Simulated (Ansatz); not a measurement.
# BH₄ (doublet): the correlation ladder at scale of all distances = 1.280, 6-31G

Aim: climb from Hartree-Fock through coupled cluster and multireference methods for BH₄ (doublet) at one geometry and basis, and see what each rung misses.

Program: Ansatz 0.2.0, Gaussian basis. Level of theory: 6-31G, core rule «outside noble gas», up to 1 orbitals frozen. These are calculated values, not measurements.

To be run: UHF; CCSD(T) on ROHF; CCSD(T) on UHF; BCCD(T) on ROHF; CISD; CCSDT(Q) on ROHF; CCSDT(Q) on UHF; CISDTQ; CCSDTQ on ROHF; CCSDTQ on UHF; CASSCF and MRCISD+Q, 3 electrons in 3 orbitals; CASSCF and NEVPT2, 3 electrons in 3 orbitals; CASSCF and MRCISD+Q, 7 electrons in 8 orbitals; CASSCF and MRCISD+Q(relaxed), 7 electrons in 8 orbitals; CASSCF and NEVPT2, 7 electrons in 8 orbitals; Full CI.

13 further runs of the same task are left out: 12 that didn't finish, 1 set aside as unsound or not needed.

## 1. What is computed

The geometry derives from a PBE0/def2-TZVP stationary point (not a proven minimum). All distances are scaled together.

5 atoms, charge 0, spin multiplicity 2.

Atoms are counted from 1 here; the program's logs count them from 0.

No contacts short enough for the rule that draws bonds.

Geometry (Å):

```csv
atom,x (Å),y (Å),z (Å)
B1,0.00000,0.00000,0.00000
H2,0.53080,1.03999,1.03764
H3,-0.54314,-1.03385,1.03739
H4,-0.52840,1.03507,-1.04377
H5,0.54074,-1.04121,-1.03126
```

## 2. UHF

Input file in.yaml:

```yaml
crystal:
  periodic: [false, false, false]
  atoms:
    - {symbol: B, position_ang: [0.000000, 0.000000, 0.000000]}
    - {symbol: H, position_ang: [0.530797, 1.039994, 1.037636]}
    - {symbol: H, position_ang: [-0.543139, -1.033848, 1.037390]}
    - {symbol: H, position_ang: [-0.528399, 1.035067, -1.043767]}
    - {symbol: H, position_ang: [0.540741, -1.041213, -1.031259]}
basis:
  gaussian: {orbitals: 6-31G}
magnetization: {spin_polarized: true, initial_magnetization: 1}
hamiltonian: {xc: hf}
output: {orbitals: {seedname: orbitals}}
```

Command:

```
$ ansatz run in.yaml --threads 1 --pin off --events-out ev --progress --plain --max-ram 2393MiB
```

Further steps of the session: CCSD(T) on ROHF; CCSD(T) on UHF; BCCD(T) on ROHF; CISD; CCSDT(Q) on ROHF; CCSDT(Q) on UHF; CISDTQ; CCSDTQ on ROHF; CCSDTQ on UHF; CASSCF and MRCISD+Q, 3 electrons in 3 orbitals; CASSCF and NEVPT2, 3 electrons in 3 orbitals; CASSCF and MRCISD+Q, 7 electrons in 8 orbitals; CASSCF and MRCISD+Q(relaxed), 7 electrons in 8 orbitals; CASSCF and NEVPT2, 7 electrons in 8 orbitals; Full CI.

Before running them: what should the planned runs give, taken together? Wanted: FCI below the RHF energy; RMP2 from FCI; UMP2 from FCI; RCCSD from FCI; RCCSD(T) from FCI; UCCSD(T) from FCI; RCCSDT(Q) from FCI; UCCSDT(Q) from FCI; NEVPT2 pair from FCI.

**Answer**, as computed:

```
                         quantity                                                                                                                                                          value
         FCI below the RHF energy                                                                                                                                                     -3.3841 eV
                    RMP2 from FCI                                                                                                                                                  +104.8 kJ/mol
                    UMP2 from FCI                                                                                                                                                  +109.6 kJ/mol
                   RCCSD from FCI                                                                                                                                                   +12.2 kJ/mol
                RCCSD(T) from FCI                                                                                                                                                    +3.2 kJ/mol
                UCCSD(T) from FCI                                                                                                                                                    +4.2 kJ/mol
               RCCSDT(Q) from FCI                                                                                                                                                    +0.1 kJ/mol
               UCCSDT(Q) from FCI                                                                                                                                                    +0.1 kJ/mol
             NEVPT2 pair from FCI                                                                                                                                                   +86.0 kJ/mol
           MRCISD+Q pair from FCI                                                                                                                                                    -1.9 kJ/mol
          NEVPT2 valence from FCI                                                                                                                                                   +13.7 kJ/mol
levels within 1 kcal/mol (43 meV)  RCCSD(T), BCCD(T), RCCSDT, UCCSDT, CISDTQ, RCCSDT(Q), UCCSDT(Q), RCCSDTQ, UCCSDTQ, MRCISD+Q pair, MRCISD valence, MRCISD+Q valence, MRCISD+Q(relaxed) valence
                    T1 diagnostic                                                                                                                                                          0.026
   effectively unpaired electrons                                                                                                                                                           1.10
```

In words: RCCSD(T) lands +3.2 kJ/mol from the yardstick (1.0 % of the correlation energy). MRCISD+Q pair falls below full CI: the +Q correction isn't variational, and the cores differ from full CI's. One determinant dominates. Of the multireference levels listed MRCISD+Q(relaxed) valence comes nearest in total energy (-0.1 kJ/mol), which doesn't show that its space is the better one. These misses are within one basis, not against nature; the frozen cores of restricted and unrestricted runs differ, which can shift their rows.
